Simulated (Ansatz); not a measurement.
System: methyl formate, C2H4O2, charge 0, multiplicity 1. SMILES: COC=O
Coordinates optimised at B3LYP-D3(BJ)/def2-TZVP (Ansatz, a first-principles code):
```
O
C 1 1.3374
O 2 1.1990 1 125.87
H 2 1.0980 3 125.01 1 -180.00
C 1 1.4400 2 115.72 4 180.00
H 5 1.0858 1 105.58 2 -180.00
H 5 1.0891 6 110.74 1 119.38
H 5 1.0891 6 110.74 7 121.24
```
Charge 0, spin multiplicity 1.

Wanted: atomisation energy, in kcal/mol. Set-up: atomisation electronic, to ground-state atoms; non-relativistic; no spin-orbit coupling; frozen cores in correlated levels; UHF or UKS for open shells; dispersion terms only where a functional's name holds one. CBS marks a two-point X^-3 extrapolation of the correlation energy; Hartree-Fock from the larger set. The bracket is a focal-point correction in the basis named. Ab initio and DFT rows: single points at B3LYP-D3(BJ) geometries (Ansatz).

```json
[
 {"species": "COC=O", "coefficient": "-1", "E at HF/STO-3G (Ansatz), Eh": "-224.79554", "E at PBE0/def2-TZVPD (Ansatz), Eh": "-228.90494"},
 {"species": "C atom", "coefficient": "+2", "E at HF/STO-3G (Ansatz), Eh": "-37.19839", "E at PBE0/def2-TZVPD (Ansatz), Eh": "-37.80543"},
 {"species": "H atom", "coefficient": "+4", "E at HF/STO-3G (Ansatz), Eh": "-0.46658", "E at PBE0/def2-TZVPD (Ansatz), Eh": "-0.50104"},
 {"species": "O atom", "coefficient": "+2", "E at HF/STO-3G (Ansatz), Eh": "-73.80415", "E at PBE0/def2-TZVPD (Ansatz), Eh": "-75.01925"}
]
```

Coupled cluster (Ansatz) is a level with limits of its own, used here on species with T1 under 0.025 (0.045 for open shells) and stable references: RI-MP2/CBS(aug-cc-pVTZ,aug-cc-pVQZ)+[CCSD(T)-MP2]/aug-cc-pVTZ. Value to compare with, RI-MP2/CBS(aug-cc-pVTZ,aug-cc-pVQZ)+[CCSD(T)-MP2]/aug-cc-pVTZ (Ansatz): 785.6 kcal/mol. 1 Eh = 627.5095 kcal/mol.

### Question
Work the quantity out at each level, and compare with RI-MP2/CBS(aug-cc-pVTZ,aug-cc-pVQZ)+[CCSD(T)-MP2]/aug-cc-pVTZ (Ansatz).

### Answer

- HF/STO-3G: the sum of coefficient times E is 0.92414 Eh, or 579.91 kcal/mol. Result: 579.9 kcal/mol. Its difference against RI-MP2/CBS(aug-cc-pVTZ,aug-cc-pVQZ)+[CCSD(T)-MP2]/aug-cc-pVTZ (Ansatz) is -205.7 kcal/mol.
- PBE0/def2-TZVPD: the sum of coefficient times E is 1.25142 Eh, or 785.28 kcal/mol. Result: 785.3 kcal/mol. Its difference against RI-MP2/CBS(aug-cc-pVTZ,aug-cc-pVQZ)+[CCSD(T)-MP2]/aug-cc-pVTZ (Ansatz) is -0.3 kcal/mol.
